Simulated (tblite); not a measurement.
4-methyl-1,3-dioxolane, C4H8O2.
Z-matrix (Å and degrees, GFN2-xTB geometry), rows numbered from 1:
```
C 
C   1  1.5227
C   2  1.5486  1  113.51
O   3  1.4111  2  104.14  1   106.70
C   4  1.3939  3  104.68  2    30.09
O   5  1.3985  4  107.06  3   -38.22
H   1  1.0866  2  110.06  3    69.19
H   1  1.0864  2  109.41  3  -170.79
H   1  1.0870  2  109.93  3   -51.51
H   2  1.0994  1  110.02  3  -124.67
H   3  1.0894  2  113.21  1   -10.62
H   3  1.0984  2  110.97  1  -134.53
H   5  1.1103  4  110.51  3    81.61
H   5  1.0925  4  109.61  3  -157.07
```

Computed values, GFN2-xTB/tblite, gas phase, harmonic and unscaled. This tight-binding method is rough: wavenumbers can miss measured ones by several per cent, in bad cases by 10 to 20. One conformer, not necessarily the lowest.

Harmonic wavenumbers (cm⁻¹): 31.9, 208.5, 246.6, 342.7, 421.7, 702.4, 711.8, 859.0, 927.1, 940.7, 982.1, 1036.8, 1067.9, 1084.7, 1093.8, 1124.0, 1143.6, 1178.5, 1222.8, 1259.4, 1285.9, 1314.0, 1325.2, 1395.2, 1467.4, 1475.5, 1481.4, 1488.7, 2755.6, 2869.3, 2887.7, 2979.3, 3003.3, 3043.2, 3047.6, 3054.9.

A = 6575, B = 3474, C = 2671 MHz; mass 88.052 u (most abundant isotopes); point group C1, symmetry number 1.

Task: Zero-point energy?

Result: ½Σν̃ = 25730 cm⁻¹ = 307.80 kJ/mol.

Task: Entropy at 273.15 K, 1 bar (ideal gas, RRHO, classical rotation)?

Result: Translation 162.88, rotation 107.98, vibration 50.66: S = 321.5 J/(mol K).

Task: And Cp and H(273.15 K) − H(0)?

Result: Cp = 89.62 J/(mol K), of which vibrations give 56.36 (their classical limit is 36 R = 299.3); H(273.15 K) − H(0) = 16.12 kJ/mol without the zero-point energy, 7.04 from vibrations.

Task: Blend soft modes into free rotors: weight 1/[1 + (100 cm⁻¹/ν̃)⁴] for the oscillator and the rest for a rotor with moment μB/(μ + B), μ = h/(8π²ν), B = 10⁻⁴⁴ kg m². What vibrational entropy results?

Result: 43.99 J/(mol K) in place of 50.66, which changes −T·S at 273.15 K by +1.82 kJ/mol.

Task: What must be added to the electronic energy to get the Gibbs energy at 273.15 K and 1 bar?

Result: ZPE + [H(273.15 K) − H(0)] − T·S = 307.80 + 16.12 − 87.82 = 236.10 kJ/mol.

Task: Which modes carry the vibrational entropy at 273.15 K?

Result: 31.9 cm⁻¹: 23.15; 208.5 cm⁻¹: 7.94; 246.6 cm⁻¹: 6.70; 342.7 cm⁻¹: 4.45; 421.7 cm⁻¹: 3.20; 702.4 cm⁻¹: 0.99 J/(mol K); the other 30 give 4.23 together.

Hindered rotation and anharmonicity are outside this model. Other conformers, if any are populated, would add a mixing term that is left out. The structure is chiral; the term R ln 2 for an equal mix with its mirror image is left out.
